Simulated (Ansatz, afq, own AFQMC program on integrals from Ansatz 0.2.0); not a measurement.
Two steps: Ansatz 0.2.0 writes the Fock matrix and Cholesky factors of the valence space, and afq projects on them the lowest state that overlaps trial and start.

```yaml
crystal:
  periodic: [false, false, false]
  atoms:
    - {symbol: B, position_ang: [0.000000, 0.000000, 1.051329]}
    - {symbol: Al, position_ang: [0.000000, 0.000000, -0.857484]}
    - {symbol: H, position_ang: [0.000000, 0.000000, 2.234417]}
    - {symbol: H, position_ang: [0.000000, 0.000000, -2.428262]}
basis:
  gaussian: {orbitals: cc-pVDZ}
magnetization: {spin_polarized: false, initial_magnetization: 2}
correlation: {method: ccsd_t, electrons: outside_noble_gas, hamiltonian_folder: ham}
```

```sh
$ ansatz run in.yaml --threads 1 --pin off --events-out ev --progress --plain --max-ram 1382MiB
```

afq runs on the folder ham with

```
--method phaseless --trial hf --walkers 120 --populations 1 --least-time 40 --time-step 0.005 --steps-per-block 20 --equilibration-blocks 112 --max-blocks 600 --target-error 0.00102 --factor-cut 1e-05 --start spin_pure --seed 4920 --taylor-order 6
```

Times are imaginary, in 1/Eh. The walk had a cap of 932 s.

afq prints:

```
orbitals 36  electrons 5 3  factors 266 of 401
reference energy -267.64923296 Eh
CCSD correlation -0.15143197 Eh in 10 cycles, weight of the determinant in the CISD state 0.8955
energy of the start -267.649233 Eh
 block  time / (1/Eh)  mean weight  energy / Eh
     1     0.100  1.0011  -267.672100
     2     0.200  1.0002  -267.689572
     3     0.300  1.0000  -267.708009
     4     0.400  1.0014  -267.719735
     5     0.500  1.0007  -267.730508
     8     0.800  1.0001  -267.752205
    18     1.800  1.0004  -267.785351
    52     5.200  0.9999  -267.781760
    69     6.900  1.0006  -267.799404
   120    12.000  1.0002  -267.790875
   171    17.100  0.9998  -267.815922
   222    22.200  0.9997  -267.811711
   273    27.300  1.0008  -267.821437
   324    32.400  1.0005  -267.804005
   375    37.500  0.9994  -267.802688
   426    42.600  0.9999  -267.811714
   477    47.700  1.0003  -267.815569
   528    52.800  0.9990  -267.807674
   579    57.900  1.0022  -267.790042
   630    63.000  1.0004  -267.835284
   681    68.100  1.0002  -267.799076
   698    69.800  0.9992  -267.814554
blocks merged  error / Eh  count
     1  0.000469  600
     2  0.000623  300
     4  0.000812  150
     8  0.001013  75
    16  0.001190  37
    32  0.001434  18
    64  0.001378  9
energy -267.805603 +/- 0.001434 Eh
(rows thinned)
```

The run passed its tests (sampling time, drift between the halves within three errors, error under three times the target), which doesn't prove that it has relaxed.

Against this walk (error 39.0 meV) on the same determinant: CCSD(T) 2.3 meV higher (within the noise), CCSDT(Q) 41.0 meV lower (within the noise), a separate phaseless walk with a CISD trial and standard settings 18.0 ± 39.9 meV lower (within the noise). The error is statistical and leaves out the bias of the constraint.

Cautions: constraint bias not in the error; error above the target (39.0 against 27.8 meV); lower spins were not checked.

The walk took 2.3 min on 1 thread of Intel(R) Xeon(R) 6975P-C (Granite Rapids) (shared host). The log's last line is the phaseless energy.

CCSDT and higher add their correlation energy to the determinant of the CCSD(T) run, since their own runs factorise the integrals more tightly (a shift of under 2 meV). A walk keeps the symmetry of its determinant, which the program's search chose and which needn't be the lowest solution, so a lower state of the same spin and another symmetry isn't excluded.
